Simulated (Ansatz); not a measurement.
# C3H8FN: up Jacob's ladder to CCSD(T)

Aim: compute C3H8FN with functionals from several rungs and with coupled cluster. The yardstick is the atomisation energy at the CCSD(T) limit.

Program: Ansatz 0.2.0, Gaussian basis. Level of theory: functionals in def2-TZVPP, the program's frozen cores in correlated methods. These are calculated values, not measurements.

The runs, in order: LDA (SPW92), PBE-D4, revPBE-D4, BLYP-D4, r2SCAN-D4, B97M-V, PBE0-D4, B3LYP-D4, r2SCANh-D4, r2SCAN0-D4, HSE06-D4, BHLYP-D4, CAM-B3LYP-D4, LC-ωPBE, ωB97X-V, ωB97M-V, B2PLYP, PBE-QIDH; CCSD(T)/def2-SVP; CCSD(T)/def2-TZVPP; MP2/def2-QZVPP; extrapolation to the limit; RPA on PBE.

### Step 1. The relaxed structure

An earlier PBE0-D4 in a triple-zeta def2 set relaxation fixed the geometry.

SMILES `CCNCF`, 13 atoms, charge 0, spin multiplicity 1.

Atoms are counted from 1 here; the program's logs count them from 0.

Bond lengths: C1–C2 1.516 Å, C1–H6 1.092 Å, C1–H7 1.092 Å, C1–H8 1.092 Å, C2–N3 1.458 Å, C2–H9 1.093 Å, C2–H10 1.098 Å, N3–C4 1.398 Å, N3–H11 1.010 Å, C4–F5 1.412 Å, C4–H12 1.091 Å, C4–H13 1.092 Å. Angles: C2–C1–H6 110.7°, C2–C1–H7 110.0°, C2–C1–H8 112.0°, H6–C1–H7 108.5°, H6–C1–H8 108.3°, H7–C1–H8 107.1°, C1–C2–N3 112.4°, C1–C2–H9 109.1°, C1–C2–H10 109.7°, N3–C2–H9 106.7°, N3–C2–H10 111.8°, H9–C2–H10 106.9°, C2–N3–C4 117.5°, C2–N3–H11 111.5°, C4–N3–H11 111.4°, N3–C4–F5 113.6°, N3–C4–H12 111.0°, N3–C4–H13 110.0° and more.

Geometry (Å):

```xyz
13
charge 0, multiplicity 1
C    -1.0492    0.5802    1.0251
C     0.2974    0.8206    0.3720
N     0.9528   -0.4201   -0.0231
C     0.3616   -1.1651   -1.0481
F     0.2914   -0.4759   -2.2782
H    -0.9529   -0.1074    1.8680
H    -1.4603    1.5232    1.3913
H    -1.7759    0.1637    0.3243
H     0.9599    1.3115    1.0891
H     0.1796    1.5075   -0.4769
H     1.9388   -0.2797   -0.1917
H    -0.6683   -1.4257   -0.7983
H     0.9454   -2.0675   -1.2388
```

### Step 2. LDA

This LDA is Slater exchange with PW92 correlation.

File in.yaml:

```yaml
crystal:
  periodic: [false, false, false]
  atoms:
    - {symbol: C, position_ang: [-1.049195, 0.580211, 1.025102]}
    - {symbol: C, position_ang: [0.297359, 0.820552, 0.371968]}
    - {symbol: N, position_ang: [0.952823, -0.420055, -0.023083]}
    - {symbol: C, position_ang: [0.361631, -1.165130, -1.048070]}
    - {symbol: F, position_ang: [0.291378, -0.475864, -2.278156]}
    - {symbol: H, position_ang: [-0.952916, -0.107430, 1.868012]}
    - {symbol: H, position_ang: [-1.460290, 1.523226, 1.391313]}
    - {symbol: H, position_ang: [-1.775864, 0.163653, 0.324266]}
    - {symbol: H, position_ang: [0.959932, 1.311502, 1.089139]}
    - {symbol: H, position_ang: [0.179639, 1.507479, -0.476853]}
    - {symbol: H, position_ang: [1.938794, -0.279699, -0.191743]}
    - {symbol: H, position_ang: [-0.668264, -1.425745, -0.798264]}
    - {symbol: H, position_ang: [0.945373, -2.067501, -1.238833]}
basis:
  gaussian: {orbitals: def2-TZVPP}
hamiltonian: {xc: lda}
output: {orbitals: {seedname: orbitals}}
```

The runs that follow: PBE-D4 (GGA); revPBE-D4 (GGA); BLYP-D4 (GGA); r2SCAN-D4 (meta-GGA); B97M-V (meta-GGA); PBE0-D4 (hybrid); B3LYP-D4 (hybrid); r2SCANh-D4 (hybrid); r2SCAN0-D4 (hybrid); HSE06-D4 (hybrid); BHLYP-D4 (hybrid); CAM-B3LYP-D4 (range-separated); LC-ωPBE (range-separated); ωB97X-V (range-separated); ωB97M-V (range-separated); B2PLYP (double hybrid); PBE-QIDH (double hybrid); CCSD(T) in def2-SVP; CCSD(T) in def2-TZVPP; MP2 in def2-QZVPP; RPA on PBE orbitals.

Q: Predict the results of all the runs planned. Wanted: atomisation energy, CCSD(T)/CBS; farthest beyond LDA; mean size of error, GGA; mean size of error, meta-GGA; mean size of error, hybrid; mean size of error, range-separated; mean size of error, double hybrid; gap, smallest and largest; T1 diagnostic.

**Answer**, as computed:

| quantity | value |
| --- | --- |
| atomisation energy, CCSD(T)/CBS | 4944.9 kJ/mol |
| functionals within 24.7 kJ/mol (0.5 %) | revPBE-D4, BLYP-D4, r2SCAN-D4, B97M-V, B3LYP-D4, LC-ωPBE, ωB97X-V, ωB97M-V |
| farthest beyond LDA | BHLYP-D4 (-135.0 kJ/mol) |
| mean size of error, GGA | 44.8 kJ/mol |
| mean size of error, meta-GGA | 1.9 kJ/mol |
| mean size of error, hybrid | 50.6 kJ/mol |
| mean size of error, range-separated | 21.1 kJ/mol |
| mean size of error, double hybrid | 33.2 kJ/mol |
| gap, smallest and largest | 5.98 eV (BLYP-D4), 13.25 eV (LC-ωPBE) |
| T1 diagnostic | 0.0104 |
| triples share of the correlation energy | 3.5 % |

In words: LDA overbinds by 748.0 kJ/mol (15 %). PBE-D4 misses by +121.6 kJ/mol. Double hybrids carry the basis error of their MP2 part in triple zeta, and no dispersion term here, so their miss is partly the set-up's. The rungs meta-GGA, range-separated miss on average by less than the doubt on the reference (24.7 kJ/mol), so they tie. The reference freezes the cores and leaves out relativity and excitations past (T), so misses under about 24.7 kJ/mol can't be ranked. Hartree-Fock recovers 72 % of the binding; the rest is correlation. CCSD(T) in def2-SVP is off by -229.5 kJ/mol, which most functionals beat. Orbital gaps span 6.0 to 13.3 eV; exact exchange widens them.
